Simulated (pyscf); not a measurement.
7 gas-phase steps of one pattern: four-centre exchange on the singlet surface, Ge–O + H–H or H–H + O–Si broken and Ge–H + H–O or H–O + H–Si formed. PySCF, gas phase, ωB97X-D3(BJ)/def2-SVP geometries. Electronic energies in kcal/mol, from the separated reactants; ΔE‡ at ωB97M-D3(BJ)/def2-TZVP, beside the barrier at PBE/def2-TZVP on the same structures. Rows were drawn at random from the steps of this pattern with a verified saddle, stable references and no exit in the data more than 5 kcal/mol lower.

| row | step | ΔE‡(PBE) | ΔE‡ |
|---|---|---|---|
| 1 | HO–GeH₂–O–GeH₃ + H₂ -> H₃Ge–O–GeH₃ + H₂O | 41.9 | 48.7 |
| 2 | HO–P(OH)–O–SiH₃ + H₂ -> HO–P(OH)–OH + SiH₄ | 50.1 | 57.1 |
| 3 | HO–Si(OH)(F)–F + H₂ -> H₂O + HO–SiH(F)–F | 46.2 | 52.3 |
| 4 | HO–Si(OH)(OH)–F + H₂ -> H₂O + HO–SiH(OH)–F | 48.4 | 54.8 |
| 5 | HO–SiH₂–O–SiH₂–F + H₂ → HO–SiH₂–F + HO–SiH₃ | 50.8 | 57.7 |
| 6 | HO–SiH₂–O–Si(Cl)(Cl)–Cl + H₂ → HO–Si(Cl)(Cl)–Cl + HO–SiH₃ | 52.1 | 59.7 |
| 7 | HO–SiH₂–O–Si(OH)(OH)–OH + H₂ -> HO–Si(OH)(OH)–OH + HO–SiH₃ | 51.7 | ? |

**Question.** From a straight line through the complete rows, estimate the missing barrier and say how far the line can be trusted.

**Answer.** Over the 6 complete rows the means are +48.2 (ΔE‡(PBE)) and 55.1 (ΔE‡); least squares gives b = 1.07 and a = 3.4 kcal/mol, with residuals of 0.4 kcal/mol (root mean square; largest 0.6, row 6). For row 7: 3.4 + 1.07 × (+51.7) = 58.7 kcal/mol. The computed barrier is 57.5 kcal/mol, 1.2 under the line. The line follows the complete rows closely but misses this one by more than their scatter. Each barrier is that of the saddle found. Elements up to Kr have no core potential and no relativistic terms here.
